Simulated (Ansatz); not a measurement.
Cartesian coordinates in Å:
```
C 0.719 -0.212 -1.085
O -0.474 -0.432 -0.477
C -0.666 0.233 0.715
F 0.124 -0.304 1.703
H 1.560 0.094 -0.476
H 0.845 -0.763 -2.004
H -1.709 0.092 0.997
H -0.398 1.292 0.627
```

The species carries charge 0 and has multiplicity 2.

Q: List the CAM-B3LYP/def2-TZVPP orbital energies in eV (Ansatz). (Estimate.)

A: The calculation gave: α occupied: -673.61, -523.97, -282.54, -280.32, -35.44, -31.97, -22.54, -19.64, -16.83, -16.67, -16.48, -14.22, -13.30, -13.00, -11.95, -11.22, -7.11. α empty: 2.58, 3.17, 3.68, 3.73, 3.96, 4.42, 5.92, 6.57. β occupied: -673.60, -523.85, -282.54, -279.95, -35.41, -31.70, -22.22, -19.16, -16.75, -16.44, -16.27, -14.07, -13.13, -12.49, -11.50, -11.10. β empty: -0.09, 2.70, 3.28, 3.76, 3.77, 4.05, 4.50, 5.99. ⟨S²⟩ = 0.754.
